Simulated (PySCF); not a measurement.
# N2⁺: changing the method

Starting from one script, swap the method and compare what comes out for N2⁺.

The runs use PySCF 2.14.0; method and basis as typed in the scripts.

2 further runs of the same task are left out: 2 that didn't finish.

## Step 1: The starting structure

N2⁺: 2 atoms, charge 1, spin multiplicity 2.

Bond lengths: N1–N2 1.206 Å.

## Step 2: Base script

File input.py:

```python
from pyscf import gto, dft
from pyscf.geomopt.geometric_solver import optimize

mol = gto.M(
    atom='N 0 0 0; N 0 0 1.206',
    basis='6-31g*',
    charge=1,
    spin=1,
    verbose=3,
)
mf = dft.UKS(mol, xc='lda,vwn')
mf = mf.newton()
mf.kernel()
g = mf.nuc_grad_method()
g.grid_response = True
mol_eq = optimize(g.as_scanner(), maxsteps=30)
print('optimised geometry (angstrom)')
print(mol_eq.tostring('raw'))
print('orbital energies (hartree):', [e[max(0, n-3):n+3].round(4) for e, n in zip(mf.mo_energy, mol.nelec)])
```

Run with:

```console
$ OMP_NUM_THREADS=1 python input.py
```

Its log is not repeated here.

It gives: at the starting geometry E(SCF) = -108.049986 Eh, ⟨S²⟩ = 0.752, optimised bond 1.120 Å in 5 steps; the optimisation lowers the energy by 0.418 eV.

## Step 3: Lc_wpbe

Run 1 changes functional: lda,vwn → lc_wpbe.

File input.py:

```python
from pyscf import gto, dft
from pyscf.geomopt.geometric_solver import optimize

mol = gto.M(
    atom='N 0 0 0; N 0 0 1.206',
    basis='6-31g*',
    charge=1,
    spin=1,
    verbose=3,
)
mf = dft.UKS(mol, xc='lc_wpbe')
mf = mf.newton()
mf.kernel()
g = mf.nuc_grad_method()
g.grid_response = True
mol_eq = optimize(g.as_scanner(), maxsteps=30)
print('optimised geometry (angstrom)')
print(mol_eq.tostring('raw'))
print('orbital energies (hartree):', [e[max(0, n-3):n+3].round(4) for e, n in zip(mf.mo_energy, mol.nelec)])
```

Run with:

```console
$ OMP_NUM_THREADS=1 python input.py
```

## Step 4: Pw6b95

Run 2 changes functional: lda,vwn → pw6b95.

input.py: that of step 2 with these lines changed.

```diff
@@ -10,3 +10,3 @@
 )
-mf = dft.UKS(mol, xc='lda,vwn')
+mf = dft.UKS(mol, xc='pw6b95')
 mf = mf.newton()
```

## Step 5: Bp86

Run 3 changes functional: lda,vwn → bp86.

input.py: that of step 2 with these lines changed.

```diff
@@ -10,3 +10,3 @@
 )
-mf = dft.UKS(mol, xc='lda,vwn')
+mf = dft.UKS(mol, xc='bp86')
 mf = mf.newton()
```

## Step 6: Bhandhlyp

Run 4 changes functional: lda,vwn → bhandhlyp.

input.py: that of step 2 with these lines changed.

```diff
@@ -10,3 +10,3 @@
 )
-mf = dft.UKS(mol, xc='lda,vwn')
+mf = dft.UKS(mol, xc='bhandhlyp')
 mf = mf.newton()
```

## Step 7: CASSCF (ROHF)

Run 5 changes step after the SCF: optimize → casscf; SCF type: UKS → ROHF; functional: lda,vwn → none (Hartree–Fock); active space: none → 7 electrons in 5 orbitals.

File input.py:

```python
from pyscf import gto, scf, mcscf

mol = gto.M(
    atom='N 0 0 0; N 0 0 1.206',
    basis='6-31g*',
    charge=1,
    spin=1,
    verbose=3,
)
mf = scf.ROHF(mol)
mf = mf.newton()
mf.kernel()
mc = mcscf.CASSCF(mf, 5, 7)
mc.kernel()
mc.analyze()
mf.dip_moment()
print('orbital energies (hartree):', mf.mo_energy[..., max(0, mol.nelec[1]-3):mol.nelec[0]+3].round(4))
```

**Question.** What will these runs give? Wanted: for each run, E(SCF); from base; gap, α spin; after the SCF.

The runs gave:

| run | E(SCF) (hartree) | from base (eV) | gap, α spin (eV) | after the SCF |
| --- | --- | --- | --- | --- |
| base | -108.049986 | 0 | 7.62 | bond 1.120 Å, -0.418 eV |
| lc_wpbe | -108.840087 | not comparable | 16.33 | bond 1.111 Å, -0.543 eV |
| pw6b95 | -109.055758 | not comparable | 10.72 | bond 1.112 Å, -0.522 eV |
| bp86 | -108.945170 | not comparable | 7.61 | bond 1.127 Å, -0.337 eV |
| bhandhlyp | -108.850252 | not comparable | 13.25 | bond 1.104 Å, -0.638 eV |
| CASSCF (ROHF) | -108.323439 | not comparable | n/a | CASSCF correlation -2.654 eV |

SCF columns refer to the geometry typed in the script.

In words: The α-spin gap between the frontier levels is 7.6 eV with bp86 (0 % exact exchange) and 13.2 eV with bhandhlyp (50 %): exact exchange opens it. Total energies of different functionals can't be compared with each other; differences within one functional can.
